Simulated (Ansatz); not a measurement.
Total energies of `N[B]F` radical.

```xyz
5

N     0.278    0.289    0.344
B    -0.863   -0.089   -0.342
F    -0.869   -1.073   -1.228
H     0.281    1.035    1.015
H     1.172   -0.162    0.211
```

Total charge 0; spin multiplicity 2. Geometry: relaxed with PBE0-D4/def2-TZVP. It is one conformer, not always the lowest. Basis def2-TZVPP, Ansatz 0.2.0.

RPA on PBE orbitals: Hartree–Fock energy of these orbitals -179.82994 Eh, correlation -0.84312 Eh (frozen core).

```tsv
functional	energy without D4 (Eh)	D4 term (kJ/mol)
B97M-V	-180.71459	–
PBE0	-180.55927	-3.8
```

Q: Give the same for LDA (SPW92), PBE, revPBE, BLYP, r2SCAN, B3LYP, r2SCANh, r2SCAN0, HSE06 (plane-wave form), BHLYP, CAM-B3LYP, LC-ωPBE, ωB97X-V, ωB97M-V, B2PLYP, PBE-QIDH. (Best estimate.)

A: Computed: 
```csv
functional,energy without D4 (Eh),D4 term (kJ/mol)
LDA (SPW92),-179.37973,–
PBE,-180.55119,-4.7
revPBE,-180.69530,-17.8
BLYP,-180.72007,-10.9
r2SCAN,-180.66811,-1.1
B3LYP,-180.76094,-7.5
r2SCANh,-180.65923,-1.1
r2SCAN0,-180.64652,-1.2
HSE06 (plane-wave form),-180.55075,-3.5
BHLYP,-180.67606,-5.1
CAM-B3LYP,-180.69286,-3.7
LC-ωPBE,-180.64387,–
ωB97X-V,-180.69006,–
ωB97M-V,-180.69318,–
B2PLYP,-180.63377,–
PBE-QIDH,-180.53429,–
```

B3LYP takes the VWN-RPA correlation (the form of Gaussian; ORCA's B3LYP/G). HSE06 is the plane-wave form, built on full-range PBE exchange. The double hybrids freeze the cores in their second-order part.

LC-ωPBE has ω = 0.4 bohr⁻¹.
